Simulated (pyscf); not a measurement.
# Concerted two-bond exchange: `[SH2]` + `[SiH2]` [singlet] -> `[SiH2]=[S]` + `[H][H]`

Gas phase, singlet surface, charge 0. Bonds broken: S1–H2, S1–H3. Bonds formed: S1–Si4, H2–H3. Single points on ωB97X-D3(BJ)/def2-SVP structures (PySCF, gas phase).

Transition state (Å):

```xyz
6

S      1.3951     0.0487    -0.2848
H      1.3512     1.5657    -0.6512
H      1.5350     1.4910     0.2970
Si    -0.4814    -1.0055    -0.0026
H     -1.4125    -0.3260    -0.9716
H     -0.9634    -0.5077     1.3343
```

One imaginary mode, 1415i cm⁻¹; descent along it reached the two sides named, in the forms told below.

| bond | change | reactant side (Å) | saddle | product side |
|---|---|---|---|---|
| S1–H2 | breaks | 1.348 | 1.561 | 3.8 |
| S1–H3 | breaks | 1.349 | 1.562 | 3.8 |
| S1–Si4 | forms | 2.452 | 2.171 | 1.937 |
| H2–H3 | forms | 1.966 | 0.969 | 0.761 |

Electronic energies relative to the separated reactants (kcal/mol):

```csv
level,barrier,reaction energy,reverse barrier
ωB97X-D3(BJ)/def2-TZVP,25.4,-40.4,65.7
PBE/def2-TZVP,12.7,-39.4,52.1
r²SCAN/def2-TZVP,15.0,-43.1,58.1
B3LYP-D3(BJ)/def2-TZVP,22.3,-38.0,60.2
PBE0-D3(BJ)/def2-TZVP,18.2,-38.8,57.0
M06-2X/def2-TZVP,26.5,-38.0,64.4
ωB97M-D3(BJ)/def2-TZVP,28.2,-35.1,63.2
HF/def2-TZVP,50.1,-31.0,81.1
```

With ωB97M-D3(BJ)/def2-TZVP energies and thermal terms (ideal gas, 1 atm, RRHO with modes under 100 cm⁻¹ raised to 100, one conformer, R ln 2 for chiral ones without a mode under 150 cm⁻¹), in kcal/mol:

```json
[
 {"T (K)": "298", "ΔH‡": "27.5", "ΔG‡": "37.7", "ΔH": "-35.0", "ΔG": "-32.5"},
 {"T (K)": "600", "ΔH‡": "27.7", "ΔG‡": "48.0", "ΔH": "-34.4", "ΔG": "-30.1"},
 {"T (K)": "900", "ΔH‡": "28.4", "ΔG‡": "58.0", "ΔH": "-33.7", "ΔG": "-28.1"},
 {"T (K)": "1200", "ΔH‡": "29.2", "ΔG‡": "67.8", "ΔH": "-33.3", "ΔG": "-26.3"}
]
```

On the reactant side the descent ends in an adduct with a S–Si contact, 21.9 kcal/mol under the separated species and 47.3 kcal/mol under the saddle at ωB97X-D3(BJ)/def2-TZVP. What is counted as formed (S–Si) is already present as a longer contact in the reactant adduct; forming that adduct is a step of its own. The same reactants have a lower exit, to :HSi–SH [singlet] + H₂ (barrier -3.9 kcal/mol at ωB97M-D3(BJ)/def2-TZVP, against +28.2 kcal/mol here). This is the saddle that the search found; another between the same sides may lie lower.
